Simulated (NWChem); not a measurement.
# One shape, several levels: SiH3F (SMILES F[SiH3])

Aim: a comparison of 6 runs (BHLYP/def2-TZVPP, B3LYP/def2-TZVPP, CAM-B3LYP/def2-TZVPP, M06-2X/def2-TZVPP, M06-L/def2-TZVPP, PBE0/def2-TZVPP) of SiH3F. 

Program for the calculation: NWChem 7.3.0.

2 further runs of the same task are left out: 2 set aside as unsound or not needed.

## Step 1: The structure to begin with

SiH3F: 5 atoms, total charge 0, spin state singlet. As SMILES, `F[SiH3]`. Geometry: relaxed at PBE0-D4/def2-TZVP.

Bond lengths: F1–Si2 1.600 Å, Si2–H3 1.482 Å, Si2–H4 1.482 Å, Si2–H5 1.482 Å. Angles: F1–Si2–H3 108.3°, F1–Si2–H4 108.3°, F1–Si2–H5 108.3°, H3–Si2–H4 110.6°, H3–Si2–H5 110.6°, H4–Si2–H5 110.6°.

## Step 2: Energy and forces at BHLYP/def2-TZVPP (run 1)

The input, test.nw:

```
start test
title "FH3Si"
memory total 2200 mb

geometry noautosym nocenter noautoz
  F       -1.274600       0.162800       0.858000
  Si       0.043300      -0.019300      -0.030700
  H       -0.367800      -0.192600      -1.443700
  H        0.768600      -1.217900       0.451600
  H        0.880500       1.193400       0.123400
end

basis "ao basis" spherical bse
  * library def2-TZVPP
end

dft
  xc bhlyp
  grid fine
  convergence energy 1e-08
  iterations 100
  mulliken
  print low
end

task dft gradient
```

Launch:

```
$ nwchem test.nw > test.out
```

Output:

```text
[...]
 d= 0,ls=0.0,diis     1   -391.1671797470 -4.54D+02  3.88D-03  4.37D-01     1.5
[...]
 d= 0,ls=0.0,diis     8   -391.2098371634 -6.10D-10  6.11D-08  5.17D-11     9.6
         Total DFT energy =     -391.209837163406
      One electron energy =     -667.964782936202
           Coulomb energy =      246.259346653709
    Exchange-Corr. energy =      -32.547212671522
 Nuclear repulsion energy =       63.042811790608
[...]
      Total Density - Mulliken Population Analysis
     ---------------------------------------------
    Atom       Charge   Shell Charges
 -----------   ------   -------------------------------------------------------
    1 F    9     9.36   0.77  1.20  0.60  0.98  0.35  2.28  2.20  0.97  0.00  0.01  0.00
    2 Si  14    13.40   2.00  0.58  1.39  0.86  0.32  4.13  1.70  0.58  1.16  0.22  0.01  0.20  0.19  0.06
    3 H    1     1.08   0.25  0.55  0.27  0.00  0.01  0.00
    4 H    1     1.08   0.25  0.55  0.27  0.00  0.01  0.00
    5 H    1     1.08   0.25  0.55  0.27  0.00  0.01  0.00
[...]
                         DFT ENERGY GRADIENTS
    atom               coordinates                        gradient
                 x          y          z           x          y          z
   1 F      -2.408645   0.307647   1.621385   -0.007190   0.000992   0.004846
   2 Si      0.081825  -0.036472  -0.058015    0.002332  -0.000309  -0.001529
   3 H      -0.695041  -0.363961  -2.728197   -0.001349  -0.000679  -0.005425
   4 H       1.452443  -2.301497   0.853400    0.002894  -0.004493   0.001665
   5 H       1.663904   2.255199   0.233192    0.003312   0.004489   0.000444
 Task  times  cpu:       14.1s     wall:       14.1s
 Total times  cpu:       14.1s     wall:       14.1s
```

Run time: 15 s. Hardware: 1 thread of AMD EPYC 9R45 (Zen 5), shared host; peak memory 0.13 GiB.

## Step 3: Energy and forces at B3LYP/def2-TZVPP (run 2)

The input, run.nw:

```
start run
title "FH3Si gradient"
memory 2200 mb
charge 0

geometry units bohr noautosym nocenter noautoz
   F   -2.40864492   0.30764741   1.62138501
   Si   0.08182514  -0.03647171  -0.05801459
   H   -0.69504127  -0.36396125  -2.72819761
   H    1.45244350  -2.30149745   0.85340032
   H    1.66390385   2.25519916   0.23319220
end

basis "ao basis" spherical bse
   F library def2-TZVPP
   Si library def2-TZVPP
   H library def2-TZVPP
end

dft
   xc b3lyp
   grid fine
   convergence energy 1e-08
   iterations 100
   mulliken
end

task dft gradient
```

Launch:

```
$ nwchem run.nw > run.out
```

Output:

```text
[...]
          Wavefunction type:  closed shell.
          No. of atoms     :     5
          No. of electrons :    26
[...]
          Charge           :     0
          Spin multiplicity:     1
[...]
          AO basis - number of functions:   115
[...]
              XC Information
              --------------
                         B3LYP Method XC Potential
                     Hartree-Fock (Exact) Exchange  0.200
                        Slater Exchange Functional  0.800 local
                    Becke 1988 Exchange Functional  0.720 non-local
              Lee-Yang-Parr Correlation Functional  0.810
                  VWN I RPA Correlation Functional  0.190 local
[...]
 d= 0,ls=0.0,diis     1   -391.2199121415 -4.54D+02  5.37D-03  6.71D-01     1.5
[...]
 d= 0,ls=0.0,diis     8   -391.2704667980  1.43D-09  5.46D-07  4.44D-08     9.7
         Total DFT energy =     -391.270466797961
      One electron energy =     -667.920644797130
           Coulomb energy =      246.188039381635
    Exchange-Corr. energy =      -32.580668676594
 Nuclear repulsion energy =       63.042807294127
[...]
      Total Density - Mulliken Population Analysis
     ---------------------------------------------
    Atom       Charge   Shell Charges
 -----------   ------   -------------------------------------------------------
    1 F    9     9.33   0.77  1.20  0.61  0.97  0.35  2.30  2.13  0.99  0.00  0.01  0.00
    2 Si  14    13.46   2.00  0.57  1.39  0.90  0.34  4.13  1.68  0.62  1.15  0.23  0.01  0.19  0.18  0.06
    3 H    1     1.07   0.25  0.54  0.27  0.00  0.01  0.00
    4 H    1     1.07   0.25  0.54  0.27  0.00  0.01  0.00
    5 H    1     1.07   0.25  0.54  0.27  0.00  0.01  0.00
[...]
  wavefunction    = closed shell
                         DFT ENERGY GRADIENTS
    atom               coordinates                        gradient
                 x          y          z           x          y          z
   1 F      -2.408645   0.307647   1.621385    0.003151  -0.000437  -0.002127
   2 Si      0.081825  -0.036472  -0.058015   -0.004335   0.000612   0.002966
   3 H      -0.695041  -0.363961  -2.728198   -0.000587  -0.000209  -0.001715
   4 H       1.452444  -2.301497   0.853400    0.000816  -0.001461   0.000639
   5 H       1.663904   2.255199   0.233192    0.000954   0.001495   0.000238
[...]
```

Wall time 15 s (1 thread of AMD EPYC 9R45 (Zen 5), shared host); peak memory 0.13 GiB.

Runs 3 to 5 aren't shown in full; the table further down has their settings and results.

## Step 4: Energy and forces at PBE0/def2-TZVPP (run 6)

The input, a.xyz:

```xyz
5
FH3Si PBE0
F     -1.274600     0.162800     0.858000
Si     0.043300    -0.019300    -0.030700
H     -0.367800    -0.192600    -1.443700
H      0.768600    -1.217900     0.451600
H      0.880500     1.193400     0.123400
```

The input, a.nw:

```
start a
title "FH3Si PBE0"
memory 2200 mb

geometry units angstrom noautosym nocenter noautoz
  load format xyz a.xyz
end

basis spherical bse
  F library def2-TZVPP
  Si library def2-TZVPP
  H library def2-TZVPP
end

dft
  xc pbe0
  grid fine
  convergence energy 1e-08
  maxiter 100
  mulliken
  noprint "final vectors analysis"
end

task dft gradient
```

Launch:

```
$ nwchem a.nw > a.out
```

Output:

```text
[...]
          Wavefunction type:  closed shell.
          No. of atoms     :     5
          No. of electrons :    26
[...]
          Charge           :     0
          Spin multiplicity:     1
[...]
          AO basis - number of functions:   115
[...]
              XC Information
              --------------
                         PBE0 Method XC Functional
                     Hartree-Fock (Exact) Exchange  0.250
          PerdewBurkeErnzerhof Exchange Functional  0.750
            Perdew 1991 LDA Correlation Functional  1.000 local
           PerdewBurkeErnz. Correlation Functional  1.000 non-local
[...]
 d= 0,ls=0.0,diis     1   -390.9714193990 -4.54D+02  5.09D-03  5.83D-01     1.5
[...]
 d= 0,ls=0.0,diis     8   -391.0188007267  4.22D-10  3.26D-07  1.66D-08     9.7
         Total DFT energy =     -391.018800726685
      One electron energy =     -667.964214798730
           Coulomb energy =      246.227279790036
    Exchange-Corr. energy =      -32.324677508600
 Nuclear repulsion energy =       63.042811790608
[...]
      Total Density - Mulliken Population Analysis
     ---------------------------------------------
    Atom       Charge   Shell Charges
 -----------   ------   -------------------------------------------------------
    1 F    9     9.32   0.77  1.20  0.61  0.99  0.34  2.28  2.17  0.96  0.00  0.01  0.00
    2 Si  14    13.48   2.00  0.57  1.39  0.88  0.32  4.13  1.69  0.60  1.21  0.23  0.01  0.19  0.19  0.06
    3 H    1     1.07   0.24  0.55  0.26  0.00  0.01  0.00
    4 H    1     1.07   0.24  0.55  0.26  0.00  0.01  0.00
    5 H    1     1.07   0.24  0.55  0.26  0.00  0.01  0.00
[...]
  wavefunction    = closed shell
                         DFT ENERGY GRADIENTS
    atom               coordinates                        gradient
                 x          y          z           x          y          z
   1 F      -2.408645   0.307647   1.621385   -0.000022   0.000001   0.000013
   2 Si      0.081825  -0.036472  -0.058015    0.000072   0.000002  -0.000006
   3 H      -0.695041  -0.363961  -2.728197   -0.000104  -0.000016  -0.000139
   4 H       1.452443  -2.301497   0.853400    0.000021  -0.000115   0.000082
   5 H       1.663904   2.255199   0.233192    0.000032   0.000127   0.000050
[...]
```

It took 15 s on 1 thread of AMD EPYC 9R45 (Zen 5), shared host; peak memory 0.13 GiB.

## Step 5: The series

```
run                 level  energy (Eh)  largest force (eV/Å)  wall time
  1      BHLYP/def2-TZVPP  -391.209837                 0.449       15 s
  2      B3LYP/def2-TZVPP  -391.270467                 0.272       15 s
  3  CAM-B3LYP/def2-TZVPP  -391.228539                 0.153       71 s
  4     M06-2X/def2-TZVPP  -391.183097                 0.207       17 s
  5      M06-L/def2-TZVPP  -391.227598                 0.211       23 s
  6       PBE0/def2-TZVPP  -391.018801                 0.009       15 s
```

## Step 6: Outcome

| quantity | value |
| --- | --- |
| run 6: total energy | -391.01880 Eh |
| run 6: dipole moment | 1.27 D |
| run 6: largest force on an atom | 0.009 eV/Å |

**Reading.** Over runs 2, 3, 4, 5, 6 the dipole moment (its size) runs from 1.19 D (M06-L/def2-TZVPP) to 1.36 D (M06-2X/def2-TZVPP). Over runs 2, 3, 4, 5 the HOMO–LUMO gap runs from 8.37 eV (M06-L/def2-TZVPP) to 12.06 eV (CAM-B3LYP/def2-TZVPP). Totals of different functionals can't be ranked against each other. All runs together took 2.6 min, the longest 71 s.
